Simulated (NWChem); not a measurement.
## Atomisation of tetrafluoroethylene (C₂F₄)

```xyz
6

F      1.1094     0.0000    -1.3959
C      0.0000     0.0000    -0.6723
F     -1.1094     0.0000    -1.3959
C      0.0000     0.0000     0.6723
F     -1.1094     0.0000     1.3959
F      1.1094     0.0000     1.3959
```
Charge 0, spin multiplicity 1.

Everything below was run with NWChem. All single points use one geometry, from PBE/def2-SVP, a minimum by its harmonic frequencies.

Basis set: def2-TZVP. The atomisation energy is electronic alone: no zero-point, thermal, spin-orbit or counterpoise terms. No value is extrapolated to the basis-set limit. Free atoms are single determinants with multiplicities F 2, C 3. Correlated methods freeze the same cores in atoms and molecule, 6 orbitals in all.

```csv
method,atomisation energy (kcal/mol),relative cost
LDA (SVWN5),744.2,1
PBE0,595.6,under 3
PBE,631.5,under 3
BP86,622.2,under 3
B3LYP,582.9,under 3
r2SCAN,596.6,under 3
HF,372.0,under 3
MP2,602.6,10
LC-wPBE (omega 0.3 per bohr),615.1,20
```

The values span 372.2 kcal/mol, from HF (lowest) to LDA (SVWN5) (highest). Costs are rough ratios of processor time within this set of runs, SCF included, with LDA (SVWN5) as 1. Costs are the molecule's.

B3LYP has NWChem's definition, with VWN1-RPA local correlation. GW and range-separated runs recompute their integrals, the others keep them in memory, which bears on the times. No SCF solution was tested for a lower state. Open-shell Hartree-Fock references start from PBE0 orbitals; any time given for them includes that run.
